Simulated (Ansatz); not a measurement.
The input, for Ansatz 0.2.0:

```yaml
crystal:
  periodic: [false, false, false]
  atoms:
    - {symbol: Br, position_ang: [-0.916388, 0.015876, 0.000000]}
    - {symbol: H, position_ang: [0.565612, 0.015876, 0.000000]}
    - {symbol: Si, position_ang: [2.372612, 0.015876, 0.000000]}
    - {symbol: H, position_ang: [2.984792, -0.858408, 1.090012]}
    - {symbol: H, position_ang: [2.984792, -0.858408, -1.090012]}
basis:
  gaussian: {orbitals: cc-pVTZ}
magnetization: {spin_polarized: false}
correlation: {method: ccsdt_q, electrons: outside_noble_gas}
```

```sh
$ ansatz run in.yaml --threads 2 --pin off --events-out ev --progress --plain --max-ram 16896MiB --backend cuda --devices 0, --max-vram 18GiB
```

The program prints:

```
1418 factors; integrals over basis functions are off by at most 2.7e-7 eV
mean field evaluation 1: about -77906.6156 eV, gradient 1.3e1 eV
mean field evaluation 2: about -77906.7063 eV, gradient 1.3e1 eV
mean field evaluation 4: about -77907.6064 eV, gradient 1.9e0 eV
mean field evaluation 8: about -77907.6368 eV, gradient 3.0e-1 eV
mean field evaluation 16: about -77907.6395 eV, gradient 2.3e-6 eV
mean field -77907.63953711 eV, -2863.0529452939 hartree, gradient 2.3e-6 eV, S^2 0.000000; 0 other end points of the search recorded, 0 dependent functions left out; unrestricted orbitals would lower it
19 core orbitals not correlated: weight in the atoms' cores, before any rotation towards them, 1.000 or more for the frozen orbitals, at most 0.000 for the correlated occupied ones
reference -77907.63953711 eV, -2863.0529452939 hartree; 7, 7 occupied and 93, 93 virtual orbitals, 1418 factors
second order -8.15485867 eV of doubles, -0.00000000 eV of singles
cycle   1  -8.93672455 eV  change   -7.8e-1 eV  update   9.2e-2
cycle   2  -9.52031137 eV  change   -5.8e-1 eV  update   4.4e-2
cycle   3  -9.71257761 eV  change   -1.9e-1 eV  update   2.3e-2
cycle   4  -9.67433701 eV  change    3.8e-2 eV  update   1.1e-2
cycle   5  -9.67595581 eV  change   -1.6e-3 eV  update   6.7e-3
cycle   6  -9.68638964 eV  change   -1.0e-2 eV  update   3.0e-3
cycle   7  -9.68643615 eV  change   -4.7e-5 eV  update   1.7e-3
cycle   8  -9.68533057 eV  change    1.1e-3 eV  update   7.6e-4
cycle   9  -9.68595087 eV  change   -6.2e-4 eV  update   4.2e-4
cycle  10  -9.68619720 eV  change   -2.5e-4 eV  update   1.6e-4
cycle  11  -9.68593534 eV  change    2.6e-4 eV  update   8.7e-5
cycle  12  -9.68595691 eV  change   -2.2e-5 eV  update   5.0e-5
cycle  13  -9.68594317 eV  change    1.4e-5 eV  update   2.3e-5
cycle  14  -9.68595651 eV  change   -1.3e-5 eV  update   1.4e-5
cycle  15  -9.68597045 eV  change   -1.4e-5 eV  update   7.4e-6
cycle  16  -9.68597231 eV  change   -1.9e-6 eV  update   3.7e-6
cycle  17  -9.68597026 eV  change    2.0e-6 eV  update   2.2e-6
cycle  18  -9.68597029 eV  change   -3.3e-8 eV  update   1.1e-6
perturbative correction -0.01941901 eV, -0.0007136356 hartree
Total energy: -77917.34492641 eV, -2863.4096117724 hartree
```

Ran on 2 threads of AMD EPYC 7R13 with a shared H100 80 GB, shared host: 19 s wall, 0.81 GiB peak host memory.
